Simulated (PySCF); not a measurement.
**CFCl3: 4 charge schemes on one density**

CFCl3.
Z-matrix (Å and degrees, GFN2-xTB geometry), rows numbered from 1:
```
F 
C   1  1.3373
Cl  2  1.7710  1  108.58
Cl  2  1.7710  1  108.55  3   120.02
Cl  2  1.7708  1  108.52  3  -120.01
```

Density: PBE0/pcSseg-1 (PySCF); schemes: Mulliken, IAO, Hirshfeld and ESP-fitted. Geometry: GFN2-xTB; no solvent, vibrations or thermal averaging.

What partial charge does each atom carry?

In e:

```
atom               environment  Mulliken     IAO  Hirshfeld  ESP-fitted
  F1            alkyl fluorine    -0.208  -0.237     -0.071      +0.070
  C2               CCl3 carbon    +0.118  +0.261     +0.169      -0.367
 Cl3  chlorine of a CCl3 group    +0.030  -0.008     -0.033      +0.099
 Cl4  chlorine of a CCl3 group    +0.030  -0.008     -0.033      +0.100
 Cl5  chlorine of a CCl3 group    +0.030  -0.008     -0.033      +0.098
```

Mean size of the charges over all atoms: ESP-fitted 0.147 e, IAO 0.105 e, Mulliken 0.083 e, Hirshfeld 0.067 e. Each set sums to the total charge, 0, to within 0.001 e. The Mulliken scheme counts on each atom the diagonal of the density matrix times the overlap matrix over that atom's basis functions. The Hirshfeld scheme weights the molecular density at each point by an atom's share of the summed free-atom densities.

Lowest charge. The schemes don't all agree: Mulliken F1 (-0.208); IAO F1 (-0.237); Hirshfeld F1 (-0.071); ESP-fitted C2 (-0.367).

Highest charge. The schemes don't all agree: Mulliken C2 (+0.118); IAO C2 (+0.261); Hirshfeld C2 (+0.169); ESP-fitted Cl4 (+0.100).

How many electrons does the Mulliken scheme count on Cl4?

Z − q = 17 − (+0.030) = 16.970.

Sum the charges by element, for elements with more than one atom.

```json
{"element": "Cl", "atoms": "3", "Mulliken": "+0.090", "IAO": "-0.025", "Hirshfeld": "-0.098", "ESP-fitted": "+0.297"}
```
